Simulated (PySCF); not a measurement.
**QCISD(T)/STO-3G run of AlH2Cl (SMILES [H][Al]([H])[Cl])**

What is the energy change on altering one bond length of AlH2Cl at QCISD(T)/STO-3G? Input form: a Python script.

Program for the calculation: PySCF 2.14.0.

7 further runs of the same task are left out: 7 set aside as unsound or not needed.

## Step 1: The structure to begin with

AlH2Cl: 4 atoms, total charge 0, spin state singlet. SMILES: `[H][Al]([H])[Cl]`. The shape comes from GFN2-xTB, which is rough for such elements, and wasn't checked as a minimum.

Bond lengths: Al1–Cl4 2.014 Å, Al1–H2 1.538 Å, Al1–H3 1.538 Å. Angles: H2–Al1–Cl4 121.9°, H3–Al1–Cl4 121.9°, H2–Al1–H3 116.1°.

## Step 2: A single-point energy at QCISD(T)/STO-3G

input.py reads:

```python
from pyscf import gto, cc

mol = gto.M(
    atom='Al 0.049780 0.082930 -0.002200; H 1.587020 0.109500 0.013310; H -0.651090 1.451440 -0.019500; Cl -0.985710 -1.643880 0.008400',
    verbose=3,
    charge=0,
    max_memory=1860,
    basis='sto-3g',
)

hf = mol.RHF()
hf.conv_tol = 1e-10
hf.kernel()
if not hf.converged:
    hf = hf.newton().run(hf.mo_coeff, hf.mo_occ)

mycc = cc.QCISD(hf, frozen=10)
mycc.kernel()
e_t = mycc.qcisd_t()
etot = mycc.e_tot + e_t
print('E(%s) = %.9f' % ('QCISD(T)', etot))
```

The run is started by

```bash
$ OMP_NUM_THREADS=1 python input.py
```

Output:

```text
converged SCF energy = -694.830607383862
E(QCISD) = -694.8766599790662  E_corr = -0.04605259520413385
QCISD(T) correction = -0.000603108931696656
E(QCISD(T)) = -694.877263088
```

Run time: 1.2 s. Hardware: 1 thread of Arm Neoverse N1, shared host; peak memory 0.12 GiB.

## Step 3: The distorted shape, same level

run.py reads:

```python
from pyscf import gto, scf, cc

system = gto.M(
    atom='Al -1.794903 0.051046 -0.020812; H 1.587020 0.109500 0.013310; H -2.495773 1.419556 -0.038112; Cl -2.830393 -1.675764 -0.010212',
    verbose=3,
    basis='sto-3g',
    spin=0,
    charge=0,
    max_memory=1860,
)

mf = scf.RHF(system)
mf.conv_tol = 1e-10
mf.kernel()
if not mf.converged:
    mf = mf.newton().run(mf.mo_coeff, mf.mo_occ)

mycc = cc.QCISD(mf, frozen=10)
mycc.kernel()
e_t = mycc.qcisd_t()
etot = mycc.e_tot + e_t
print(f'total energy: {etot:.8f} hartree')
```

The run is started by

```bash
$ OMP_NUM_THREADS=1 python run.py
```

Output:

```text
converged SCF energy = -694.500072292721
E(QCISD) = -694.6915249871712  E_corr = -0.191452694450409
QCISD(T) correction = -0.00578647912227817
total energy: -694.69731147 hartree
```

Run time: 1 s. Hardware: 1 thread of Arm Neoverse N1, shared host; peak memory 0.1 GiB.

## Step 4: What came out

Level: QCISD(T)/STO-3G, 10 core orbitals frozen.

| quantity | value |
| --- | --- |
| first shape: total energy | -694.87726 Eh |
| first shape: dipole moment (Hartree–Fock density) | 2.31 D |
| first shape: HOMO energy (Hartree–Fock orbitals) | -9.39 eV |
| first shape: LUMO energy (Hartree–Fock orbitals) | 7.94 eV |
| first shape: HOMO–LUMO gap (Hartree–Fock orbitals) | 17.34 eV |
| first shape: correlation energy (10 core orbitals frozen) | -46.7 mEh |
| first shape: (T) correction | -0.60 mEh |
| first shape: T1 diagnostic | 0.008 |
| distorted shape: total energy | -694.69731 Eh |
| distorted shape: dipole moment (Hartree–Fock density) | 2.60 D |
| distorted shape: HOMO energy (Hartree–Fock orbitals) | -3.32 eV |
| distorted shape: LUMO energy (Hartree–Fock orbitals) | 2.62 eV |
| distorted shape: HOMO–LUMO gap (Hartree–Fock orbitals) | 5.94 eV |
| distorted shape: correlation energy (10 core orbitals frozen) | -197.2 mEh |
| distorted shape: (T) correction | -5.79 mEh |
| distorted shape: T1 diagnostic | 0.063 |
| energy change with the Al1–H2 bond stretched from 1.538 to 3.383 Å | 4.897 eV |

In words: With the Al1–H2 bond stretched from 1.538 to 3.383 Å the energy rises by 4.90 eV (472 kJ/mol). The first shape isn't relaxed at this level, so the change isn't measured from a minimum. The minimal basis adds a large error of its own. The triples (first shape) make up 1.3 % of the correlation energy. The T1 diagnostic (distorted shape) of 0.063 is above the customary mark for such species, so a single reference may not serve. The triples (distorted shape) make up 2.9 % of the correlation energy.
